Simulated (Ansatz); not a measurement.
Geometry optimisation, RKS PBE/def2-SVP (Ansatz).

input.yaml

```yaml
crystal:
  periodic: [false, false, false]
  atoms:
    - { symbol: Al, position_ang: [0.024314, -0.411172, -0.476293] }
    - { symbol: Cl, position_ang: [-0.021532, -0.097862, 2.934078] }
    - { symbol: H, position_ang: [1.42445, 0.31099, -0.668603] }
    - { symbol: H, position_ang: [-1.408103, 0.11765, -0.948357] }
    - { symbol: O, position_ang: [0.136161, -2.037461, 0.203278] }
    - { symbol: H, position_ang: [-0.663907, -2.586705, 0.246658] }
    - { symbol: H, position_ang: [0.198216, -1.23384, 2.253538] }
basis:
  gaussian: { orbitals: def2-SVP }
hamiltonian:
  xc: pbe
relax:
  f_tol: 0.03
  max_steps: 50
```

Run as:

```bash
$ ansatz run input.yaml --threads 1 --pin off --max-ram 2048MiB --backend cpu --events-out ev --progress --plain --runs-dir out
```

Problem. Where does it end, and by what steps?

Solution. It converged. After 17 steps the energy has fallen by 1.156 eV; H7 moved furthest, 1.02 Å. Parted: Cl2–H7 (1.34 → 2.45 Å). Joined: Al1–Cl2 (3.43 → 2.19 Å), O5–H7 (2.20 → 0.99 Å).

```
step  energy less start (eV)  largest force component (eV/Å)  accepted
   0                  0.0000                           0.696       yes
   1                 -0.1018                           0.301       yes
   2                 -0.1685                           0.905       yes
   3                 -0.2465                           0.954       yes
   4                 -0.3122                           0.979       yes
   5                 -0.4569                           1.209       yes
   6                 -0.6494                           1.311       yes
   7                 -0.8663                           1.156       yes
   8                 -1.0030                           3.018       yes
   9                 -1.1192                           0.598       yes
  10                 -1.0643                           1.485        no
  11                 -1.1496                           0.251       yes
  12                 -1.1545                           0.110       yes
  13                 -1.1543                           0.112        no
  14                 -1.1555                           0.042       yes
  15                 -1.1560                           0.048       yes
  16                 -1.1560                           0.040       yes
  17                 -1.1563                           0.005       yes
```

```xyz
7
Properties=species:S:1:pos:R:3
Al 0.060 -0.059 0.113
Cl -0.046 0.379 2.255
H 1.455 0.283 -0.577
H -1.346 -0.016 -0.655
O 0.139 -2.039 0.563
H -0.669 -2.524 0.298
H 0.097 -1.961 1.548
```

Whether the end is a true minimum wasn't checked by a vibrational analysis.

Time of the run: 36 s on 1 thread of Arm Neoverse V1 (shared host), peak memory 0.094 GiB.
